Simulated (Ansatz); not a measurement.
A nudged elastic band was laid between two geometries of FH + H5NSi (9 atoms, charge 0, multiplicity 1).

These are results of RKS PBE0/6-31G* (Ansatz 0.2.0), not measurements.

| Item | Value |
| --- | --- |
| movable images | 5 |
| climbing image | yes |
| spring | 5.0 eV/Å² |
| optimiser | quadratic models (default) |
| start path | through a guess of the saddle point |
| force threshold | 0.03 eV/Å |
| iteration limit | 60 |
| end points | relaxed |

Initial state:

```xyz
9
Properties=species:S:1:pos:R:3
Si 0.246 0.001 -0.166
H 0.154 -0.002 1.343
N 1.848 0.000 -0.807
H 2.416 -0.832 -0.728
H 2.418 0.831 -0.723
H -0.438 1.234 -0.629
H -0.440 -1.230 -0.635
F -2.519 0.000 1.447
H -1.679 -0.001 1.854
```

Final state:

```xyz
9
Properties=species:S:1:pos:R:3
Si -0.106 -0.009 -0.957
H -0.852 0.048 3.659
N 1.591 -0.008 -0.764
H 2.087 -0.848 -0.499
H 2.083 0.821 -0.462
H -0.476 1.249 -1.651
H -0.469 -1.236 -1.706
F -0.957 -0.042 0.419
H -0.896 0.025 2.917
```

(1) Which bonds break or form, and what moves?

(2) Give the energies along the band, and the barrier.

(3) What is the geometry of the highest image?

The band took 20 iterations and about 3 core-minutes.

Answers

(1) Bonds broken: Si1–H2, F8–H9. Bonds formed: Si1–F8, H2–H9. FH + H5NSi becomes FH4NSi + H2.

(2) It converged. The highest image is number 2 of 0 to 6, 113.0 kJ/mol above the first end and 260.0 kJ/mol above the last; the last end lies 147.1 kJ/mol below the first. Neighbouring images differ by up to 1.8 eV, so the band resolves the path poorly. A vibrational analysis at the climbing image gives one clearly imaginary mode, 1046i cm⁻¹: a first-order saddle point. The orbitals stay closed-shell, which can raise the energy where a bond breaks towards radicals; this wasn't checked here.

```
image  path coordinate (Å)  energy (kJ/mol)  Si1–H2 (Å)  F8–H9 (Å)  Si1–F8 (Å)
    0                 0.00              0.0        1.51       0.93        3.20
    1                 0.81             20.2        1.53       0.95        2.57
    2                 1.63            113.0        1.73       1.21        1.95
    3                 2.70            -60.1        2.54       1.80        1.65
    4                 3.78           -138.5        3.44       2.16        1.62
    5                 4.86           -146.8        4.31       2.50        1.62
    6                 5.93           -147.1        4.68       2.50        1.62
```

(3) 
```xyz
9
Properties=species:S:1:pos:R:3:forces:R:3
Si -0.159 0.003 -0.155 -0.02 0.01 0.02
H 0.179 0.088 1.536 -0.02 -0.01 -0.01
N 1.522 -0.006 -0.590 0.03 0.00 -0.01
H 2.057 -0.862 -0.512 0.00 0.00 0.00
H 2.111 0.798 -0.411 0.00 0.00 0.01
H -0.577 1.329 -0.655 0.00 0.00 0.00
H -0.548 -1.312 -0.709 0.00 0.00 0.00
F -1.795 -0.065 0.900 -0.01 0.00 0.01
H -0.785 0.028 1.551 0.02 0.01 -0.01
```

Time of the run: 3.5 min on 1 thread of Arm Neoverse V1, on a shared host, peak memory 0.12 GiB.
